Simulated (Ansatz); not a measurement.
## Molecular dynamics of BFH₄O

The input (input.yaml):

```yaml
crystal:
  periodic: [false, false, false]
  atoms:
    - { symbol: B, position_ang: [0.072178, -0.274811, -0.076164] }
    - { symbol: F, position_ang: [-0.050777, 0.110687, 1.543582] }
    - { symbol: H, position_ang: [1.136061, 0.146809, -0.442975] }
    - { symbol: H, position_ang: [-0.962747, 0.04129, -0.608792] }
    - { symbol: O, position_ang: [0.127794, -1.709321, 0.378933] }
    - { symbol: H, position_ang: [-0.70177, -2.172261, 0.197302] }
    - { symbol: H, position_ang: [0.021061, -0.995994, 1.452717] }
basis:
  gaussian: { orbitals: def2-SVP }
hamiltonian:
  xc: b3lyp
  dispersion: d4
md:
  timestep: 0.5
  n_steps: 200
  ensemble: nve
  temperature: 300.0
  initial_velocities: maxwell_boltzmann
  seed: 6805
```

Run as:

```bash
$ ansatz run input.yaml --threads 1 --pin off --max-ram 2048MiB --backend cpu --events-out ev --progress --plain --runs-dir out
```

It starts at the highest image of a converged band, a first-order saddle point between two minima.

Output, in part (step lines, the closing report, with atoms numbered from 0):

```
md step     0: t =     0.00 fs  T =   300.0 K  F+E_penalty+E_count = -5501.76562806 eV  E_kin = 0.193890 eV  conserved = -5501.57173806 eV  (22 SCF iters)
[... lines left out ...]
Total energy: -5502.05540878 eV, -202.1968068455 hartree
Atom 0 at     0.068408     0.189399     0.326540 Å, force     1.144450    -0.571000    -1.097930 eV/Å
Atom 1 at    -0.096212     0.682416     1.521714 Å, force    -0.140105     0.287591     1.155964 eV/Å
Atom 2 at     1.313539     0.063632    -0.005194 Å, force    -1.743865     0.114124    -0.028800 eV/Å
Atom 3 at    -0.994746     0.018423    -0.280008 Å, force     0.793047    -0.013706    -0.141332 eV/Å
Atom 4 at     0.137686    -2.531564     0.117209 Å, force     1.014056    -0.326739     0.865625 eV/Å
Atom 5 at    -0.773019    -2.753630     0.334340 Å, force    -0.221116    -0.146757     0.137140 eV/Å
Atom 6 at     0.686600    -3.011928     0.796676 Å, force    -0.846466     0.656487    -0.890667 eV/Å
Dipole moment:    -0.120956    -0.463807     0.197671 e Å
```

The steps, from the saved trajectory:

| time (fs) | T (K) | potential energy less start (eV) | conserved less start (meV/atom) |
| --- | --- | --- | --- |
| 0 | 300 | 0.000 | 0.00 |
| 3 | 144 | 0.102 | 0.16 |
| 6 | 143 | 0.102 | 0.08 |
| 9 | 70 | 0.150 | 0.15 |
| 12 | 179 | 0.078 | 0.03 |
| 15 | 148 | 0.099 | 0.13 |
| 18 | 161 | 0.091 | 0.13 |
| 21 | 279 | 0.014 | 0.09 |
| 24 | 484 | -0.119 | 0.05 |
| 27 | 759 | -0.297 | 0.01 |
| 30 | 768 | -0.302 | 0.15 |
| 33 | 1024 | -0.469 | -0.10 |
| 36 | 1024 | -0.467 | 0.12 |
| 39 | 1075 | -0.500 | 0.02 |
| 42 | 977 | -0.438 | -0.04 |
| 45 | 988 | -0.445 | 0.03 |
| 48 | 1054 | -0.487 | 0.08 |
| 51 | 1119 | -0.530 | -0.07 |
| 54 | 1145 | -0.547 | -0.04 |
| 57 | 1002 | -0.453 | 0.11 |
| 60 | 927 | -0.406 | -0.04 |
| 63 | 839 | -0.348 | 0.00 |
| 66 | 879 | -0.373 | 0.12 |
| 69 | 1044 | -0.482 | -0.10 |
| 72 | 834 | -0.345 | -0.01 |
| 75 | 604 | -0.195 | 0.10 |
| 78 | 516 | -0.139 | 0.08 |
| 81 | 802 | -0.325 | -0.08 |
| 84 | 824 | -0.338 | 0.06 |
| 87 | 665 | -0.236 | 0.04 |
| 90 | 493 | -0.125 | -0.02 |
| 93 | 429 | -0.082 | 0.20 |
| 96 | 853 | -0.358 | -0.08 |
| 99 | 784 | -0.312 | 0.02 |

The run went to its last step. The conserved energy stayed within 0.25 meV per atom of its start (net change -0.00014 meV per atom), so the integration is sound. The kinetic energy rose, since the run started high on the potential surface and went downhill. It ends in pieces (BFH2 + H2O), so much of that is their flight and rotation, not heat. A run of 0.1 ps of so small a system gives no equilibrium averages. The orbitals stay closed-shell, which can raise the energy where a bond breaks towards radicals; this wasn't checked here.

Between its relaxed ends the band would form F2–H7 and break B1–F2, O5–H7. These pairs go: F2–H7 1.11 → 3.85 Å, B1–F2 1.67 → 1.30 Å, O5–H7 1.29 → 1.00 Å. In the last frame they stand as before the step (other bonds may differ from the relaxed reactants and products). Also parted: B1–O5 1.51 → 2.73 Å. It ends as BFH2 + H2O. Pairs count as bonded within 1.25 times the sum of covalent radii (0.12 Å more for H–H).

Last frame:

```xyz
7
Properties=species:S:1:pos:R:3
B 0.068 0.189 0.327
F -0.096 0.682 1.522
H 1.313 0.064 -0.005
H -0.995 0.018 -0.280
O 0.138 -2.532 0.117
H -0.773 -2.754 0.334
H 0.687 -3.012 0.797
```

The run took 3.7 min on 1 thread of Arm Neoverse V2, on a shared host, peak memory 0.1 GiB.
